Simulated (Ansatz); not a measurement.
A nudged elastic band was laid between two geometries of C₃H₅Cl (9 atoms, charge 0, multiplicity 1).

These are results of RKS BLYP-D4/def2-SVP in Ansatz, not measurements.

| Item | Value |
| --- | --- |
| movable images | 7 |
| climbing image | yes |
| spring | 5.0 eV/Å² |
| optimiser | quadratic models (default) |
| start path | through a guess of the saddle point |
| force threshold | 0.05 eV/Å |
| iteration limit | 60 |
| end points | relaxed |

First end point:

```xyz
9
Properties=species:S:1:pos:R:3
C -0.296 1.329 -0.462
C 0.388 0.173 -0.384
C 0.098 -0.903 0.617
Cl -0.410 -2.465 -0.229
H -0.040 2.101 -1.203
H -1.138 1.547 0.215
H 1.219 -0.029 -1.082
H -0.725 -0.626 1.301
H 0.992 -1.174 1.210
```

Last end point:

```xyz
9
Properties=species:S:1:pos:R:3
C 0.094 1.401 -0.325
C -0.087 0.087 -0.552
C -0.148 -0.947 0.530
Cl 1.220 -2.174 0.343
H 0.113 2.130 -1.149
H 0.224 1.796 0.696
H -0.203 -0.288 -1.583
H -1.078 -1.545 0.484
H -0.046 -0.506 1.538
```

(1) Which bonds break or form, and what moves?

(2) Give the energies along the band, and the barrier.

(3) What is the geometry of the highest image?

(4) What are the harmonic wavenumbers there?

## Answers

(1) No bond is made or broken. The dihedral C1–C2–C3–H8 goes from -2 to 125°. The two ends are copies of one structure, up to a mirror image or an exchange of like atoms.

(2) The run converged. The highest image is number 4 of 0 to 8, 3.1 kcal/mol above the ends, which have the same energy within 2 meV. A vibrational analysis at the climbing image gives one clearly imaginary mode, 144i cm⁻¹: a first-order saddle point.

```
image  path coordinate (Å)  energy (kcal/mol)  dihedral C1–C2–C3–H8 (°)
    0                 0.00                0.0                        -2
    1                 0.44                0.4                        14
    2                 0.89                1.5                        30
    3                 1.33                2.6                        45
    4                 1.78                3.1                        60
    5                 2.22                2.6                        76
    6                 2.67                1.5                        92
    7                 3.11                0.4                       108
    8                 3.56                0.0                       125
```

(3) 
```xyz
9
Properties=species:S:1:pos:R:3:forces:R:3
C -0.121 1.413 -0.354 0.00 -0.01 0.00
C 0.171 0.111 -0.519 0.00 -0.01 0.00
C -0.021 -0.936 0.562 0.01 0.02 0.00
Cl 0.466 -2.603 0.003 0.00 -0.01 0.00
H 0.034 2.138 -1.166 0.00 0.00 0.00
H -0.524 1.805 0.594 0.00 0.01 0.00
H 0.573 -0.253 -1.478 0.00 0.00 0.00
H -1.079 -1.007 0.881 0.00 0.00 0.00
H 0.590 -0.714 1.460 0.00 -0.01 -0.01
```

(4) 144i, 252, 387, 518, 712, 883, 900, 907, 978, 1090, 1122, 1225, 1264, 1381, 1400, 1648, 2981, 3032, 3051, 3087, 3147 cm⁻¹.

The run took 2.6 min on 1 thread of Intel(R) Xeon(R) Platinum 8259CL CPU @ 2.50GHz (Skylake/Cascade Lake) (shared host), peak memory 0.13 GiB.
